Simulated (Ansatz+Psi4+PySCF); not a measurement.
## doublet C2HF(+): levels of theory in one basis

```yaml
atoms:
  - { symbol: H, position_ang: [-0.0010, -0.0003, 0.0007] }
  - { symbol: C, position_ang: [0.8181, 0.2546, -0.6198] }
  - { symbol: C, position_ang: [1.7502, 0.5448, -1.3260] }
  - { symbol: F, position_ang: [2.7398, 0.8528, -2.0757] }
```

Basis set: cc-pVTZ (spherical functions). Left uncorrelated: 3 orbitals. Correlation on ROHF uses semicanonical orbitals with singles. Charge 1, multiplicity 2.

Computed with Ansatz (development build ahead of 0.2.0) and Psi4 1.11; each method stands on the lowest determinant of its kind that the runs found.

```
  method  E − E(ROHF) (eV)  <S²> of the determinant
    ROHF              0.00                     0.75
     UHF             -0.08                     0.76
ROHF-MP2            -13.59                        –
 UHF-MP2            -13.58                     0.76
```
